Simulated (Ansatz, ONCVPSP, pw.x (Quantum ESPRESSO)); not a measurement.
## Equation-of-state test of one ONCV potential (Rb (Z = 37))

| Quantity | Value |
| --- | --- |
| Element | Rb (Z = 37) |
| Generator | ONCVPSP 4.0.1 |
| Type | optimised norm-conserving Vanderbilt (ONCV) |
| Functional | PBE |
| Relativity | scalar-relativistic |
| Frozen core | [Ar] 3d10 |
| Valence charge | 9 |
| Reference configuration | 4s2 4p6 5s1 |
| Partial waves | 4s+5s: rc 2.90 bohr, ncon 3, nbas 8, qcut 4.3 1/bohr, 2 projectors; 4p: rc 2.30 bohr, ncon 4, nbas 7, qcut 7.5 1/bohr, 2 projectors, debl 3.3 Ha; d scattering state at 0.06 Ha: rc 2.40 bohr, ncon 4, nbas 8, qcut 4.6 1/bohr, 2 projectors, debl 2.9 Ha |
| Local potential | polynomial inside 1.80 bohr (lpopt 5, dvloc0 3 Ha) |
| Core correction | Teter function, fcfact 2.75, rcfact 1.3 |

Crystal test: bcc Rb in pw.x 7.5, no spin, 8³ k-points, Fermi–Dirac smearing 0.01 Ry, cutoffs 50/200 Ry. The reference is all-electron LAPW (Ansatz 0.2.0) with the same functional, mesh and smearing; V0 and B0 come from Birch–Murnaghan fits to the pressures at five volumes. Errors are pseudo minus all-electron; Δ is the rms difference of the E(V) curves that follow from these fits, minima aligned, over ±6 % about the mean V0. Mesh and smearing are coarse, so the numbers serve the comparison and aren't converged zero-temperature values; the lattice is a test structure that the element need not adopt.

```tsv
V (Å³/atom)	P all-electron (GPa)	P pseudo (GPa)
87.211	0.15	0.15
89.506	0.07	0.07
91.801	-0.00	-0.00
94.096	-0.07	-0.07
96.391	-0.12	-0.12
```

All-electron: a0 = 5.681 Å (V0 = 91.67 Å³/atom), B0 = 2.7 GPa.

Pseudopotential: mean pressure error (GPa): +0.00; a0 (Å): 5.682; a0 error (%): +0.02; B0 error (%): -0.0; Δ (meV/atom): 0.0.

Problem. At the middle volume, how do free energy and pressure move when the wave cutoff is lowered (ecutrho kept at four times it)?

Solution.

```tsv
cutoff (Ry)	shift of F (meV/atom)	shift of P (GPa)
22	+185.5	-0.70
30	+37.6	-0.32
40	+1.9	-0.03
```

Input at the middle volume:

```
&control
  calculation='scf', prefix='x', pseudo_dir='./', outdir='./tmp', tstress=.true., disk_io='none'
/
&system
  ibrav=0, nat=1, ntyp=1, ecutwfc=50, ecutrho=200, nbnd=12,
  occupations='smearing', smearing='fd', degauss=0.01
/
&electrons
  conv_thr=1e-09, mixing_beta=0.4, electron_maxstep=70
/
ATOMIC_SPECIES
Rb 1.0 Rb.UPF
CELL_PARAMETERS angstrom
  -2.84181503 2.84181503 2.84181503
  2.84181503 -2.84181503 2.84181503
  2.84181503 2.84181503 -2.84181503
ATOMIC_POSITIONS crystal
Rb 0.0000 0.0000 0.0000
K_POINTS automatic
8 8 8 0 0 0
```

```bash
pw.x < Rb.scf.in > Rb.scf.out
```

Lines of the output:

```
Message from routine setup:
     using ibrav=0 with symmetry is DISCOURAGED, use correct ibrav instead
     lattice parameter (alat)  =       9.3015  a.u.
     unit-cell volume          =     619.5039 (a.u.)^3
     number of electrons       =         9.00
     number of Kohn-Sham states=           12
     kinetic-energy cutoff     =      50.0000  Ry
     charge density cutoff     =     200.0000  Ry
     scf convergence threshold =      1.0E-09
     Exchange-correlation= PBE
     number of k points=    29  Fermi-Dirac smearing, width (Ry)=  0.0100
     iteration #  1     ecut=    50.00 Ry     beta= 0.40
     total energy              =     -51.08093317 Ry
     estimated scf accuracy    <       0.00136406 Ry
     iteration #  2     ecut=    50.00 Ry     beta= 0.40
     total energy              =     -51.08101634 Ry
     estimated scf accuracy    <       0.00028536 Ry
     iteration #  3     ecut=    50.00 Ry     beta= 0.40
     total energy              =     -51.08106015 Ry
     estimated scf accuracy    <       0.00003375 Ry
     iteration #  4     ecut=    50.00 Ry     beta= 0.40
     total energy              =     -51.08106231 Ry
     estimated scf accuracy    <       0.00000020 Ry
     iteration #  5     ecut=    50.00 Ry     beta= 0.40
     total energy              =     -51.08106236 Ry
     estimated scf accuracy    <       0.00000004 Ry
     iteration #  6     ecut=    50.00 Ry     beta= 0.40
     the Fermi energy is     1.8800 ev
!    total energy              =     -51.08106236 Ry
     estimated scf accuracy    <          6.5E-10 Ry
     smearing contrib. (-TS)   =      -0.00424430 Ry
     The total energy is F=E-TS. E is the sum of the following terms:
     one-electron contribution =     -28.36267001 Ry
     hartree contribution      =      14.85446361 Ry
     xc contribution           =     -10.12316733 Ry
     ewald contribution        =     -27.44544433 Ry
     convergence has been achieved in   6 iterations
          total   stress  (Ry/bohr**3)                   (kbar)     P=       -0.02
     Message from routine punch:
     Nothing written, as per user request (disk_io='none')
```

The run at the middle volume (29 k-points, 6 iterations) took about 10 s on one core of a shared host (Intel(R) Xeon(R) 6975P-C, 96 threads, 744 GiB, load 23).
